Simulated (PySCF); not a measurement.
Species: oxetane, C3H6O.
SMILES: `C1OCC1`

Vertical excitations from PySCF (density fitting, frozen core in the response, grid level 2 and gas phase unless stated; continuum runs use non-equilibrium linear response for the excitations) on a GFN2-xTB geometry. Reference run:

| settings | S1, eV (f) | S2, eV (f) | S3, eV (f) | S4, eV (f) | S5, eV (f) | S6, eV (f) | T1, eV (Tamm–Dancoff) | mean α (au) |
| --- | --- | --- | --- | --- | --- | --- | --- | --- |
| CAM-B3LYP/def2-SVPD, full TDDFT, 8 singlets | 6.84 (0.005) | 7.28 (0.010) | 7.59 (0.000) | 8.04 (0.002) | 8.54 (0.027) | 8.59 (0.011) | 6.57 | 38.6 |

Problem. What do these settings give: (1) HCTH407/STO-3G, TDA, 1 singlet; (2) wB97X/def2-SVPD, full TDDFT, 6 singlets?

Solution. 
```json
{"settings": "HCTH407/STO-3G, TDA, 1 singlet", "S1, eV (f)": "8.44 (0.002)", "S2, eV (f)": "–", "S3, eV (f)": "–", "S4, eV (f)": "–", "S5, eV (f)": "–", "S6, eV (f)": "–", "T1, eV (Tamm–Dancoff)": "–", "mean α (au)": "16.8"}
{"settings": "wB97X/def2-SVPD, full TDDFT, 6 singlets", "S1, eV (f)": "7.24 (0.002)", "S2, eV (f)": "7.82 (0.019)", "S3, eV (f)": "8.20 (0.000)", "S4, eV (f)": "8.61 (0.004)", "S5, eV (f)": "9.01 (0.022)", "S6, eV (f)": "9.23 (0.010)", "T1, eV (Tamm–Dancoff)": "6.95", "mean α (au)": "38.4"}
```

(1) S1 moves by +1.60 eV; functional, basis and response scheme change together, so the shift can't be laid on one. (2) S1 moves by +0.40 eV (wB97X has range-separated exact exchange, CAM-B3LYP range-separated exact exchange). States are counted by energy in each run and needn't keep their character from row to row.

Problem. Which orbital pairs make up S1 in each run, and how does it sit against the orbital gap?

Solution. 
```tsv
settings	S1 configurations (weight)	S1 (eV)	orbital gap (eV)	S1 − gap (eV)
CAM-B3LYP/def2-SVPD, full TDDFT, 8 singlets	H→L 0.55, H→L+2 0.38	6.84	10.08	-3.24
HCTH407/STO-3G, TDA, 1 singlet	H→L 0.99	8.44	7.85	+0.59
wB97X/def2-SVPD, full TDDFT, 6 singlets	H→L+1 0.53, H→L 0.32, H→L+4 0.12	7.24	12.38	-5.14
```

Where S1 or the frontier orbitals are degenerate, the weights hang on an arbitrary mixing within the set.

